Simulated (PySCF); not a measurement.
# Ionisation energy of Mg by level of theory

Mg [Ne] 3s2 (1S) → Mg⁺ [Ne] 3s1 (2S), as a difference of total energies. All numbers are calculated (PySCF 2.14, scalar relativity by spin-free X2C-1e, in cc-pVTZ-DK (5s4p2d1f, 34 functions)). Correlated levels: valence: [Ne] frozen. The calculations carry no spin-orbit coupling.

| method | ionisation energy (eV) | error (eV) |
| --- | --- | --- |
| UHF | 6.617 | -1.029 |
| PBE0 | 7.553 | -0.093 |
| TPSS | 7.554 | -0.092 |
| MP2 (valence) | 7.257 | -0.389 |
| SCS-MP2 (valence) | 7.385 | -0.261 |
| CCSD (valence) | 7.534 | -0.112 |

Reference: 7.646 eV (measured; NIST Atomic Spectra Database, ionization energies).

Errors of the correlated levels include the incompleteness of this basis and the frozen core.

With two correlated electrons CCSD is exact in that space.
